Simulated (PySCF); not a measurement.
Compound: C4H7N.
SMILES: `N=C1CCC1`

Jobs on this species (12 atoms, 38 electrons) with PySCF (density fitting). Hardware of each: an Arm Neoverse V2 with one thread (shared host). Other jobs ran on the host; a repeat could differ by tens of per cent or more. Peak memory is the resident size of the whole Python process, interpreter and libraries included.

| level and settings | work | basis functions | SCF cycles | wall time | peak memory |
| --- | --- | --- | --- | --- | --- |
| B3LYP/def2-TZVP | spin–spin couplings from 12 perturbed nuclei, spin–dipole term for 1 of them | 197 | ? | ? | ? |
| PBE0-D3(BJ)/def2-SVP, grid level 1 | geometry optimisation from an MMFF94s start shaken at random | 105 | ? | ? | ? |
| B97-2/pcJ-1 | spin–spin couplings from 12 perturbed nuclei, spin–dipole term for 1 of them | 205 | 12 | 16 s | 0.83 GiB |
| B3LYP/pcJ-0 | spin–spin couplings from 12 perturbed nuclei, spin–dipole term for 1 of them | 86 | 12 | 4.8 s | 0.43 GiB |
| CAM-B3LYP/pcJ-1 | spin–spin couplings from 12 perturbed nuclei, spin–dipole term for 1 of them | 205 | 12 | 23 s | 0.92 GiB |
| PBE0/pcJ-1 | spin–spin couplings from 12 perturbed nuclei, spin–dipole term for 1 of them | 205 | 13 | 17 s | 0.83 GiB |
| PBE/pcJ-1 | spin–spin couplings from 12 perturbed nuclei, spin–dipole term for 1 of them | 205 | 15 | 17 s | 0.69 GiB |
| B3LYP/cc-pVTZ | spin–spin couplings from 12 perturbed nuclei, spin–dipole term for 1 of them | 248 | 12 | 22 s | 0.88 GiB |
| BHandHLYP/pcJ-1 | spin–spin couplings from 12 perturbed nuclei, spin–dipole term for 1 of them | 205 | 12 | 18 s | 0.80 GiB |

Task: Fill in the missing figures.

Result: 
- B3LYP/def2-TZVP; spin–spin couplings from 12 perturbed nuclei, spin–dipole term for 1 of them: 16 s, 0.78 GiB, 13 SCF cycles
- PBE0-D3(BJ)/def2-SVP, grid level 1; geometry optimisation from an MMFF94s start shaken at random: 22 s, 0.42 GiB, 51 SCF cycles

Task: What do all jobs in the table cost together?

Result: About 2.6 min; the longest takes about 15 % of that, and about 4.8 times as long as the shortest.
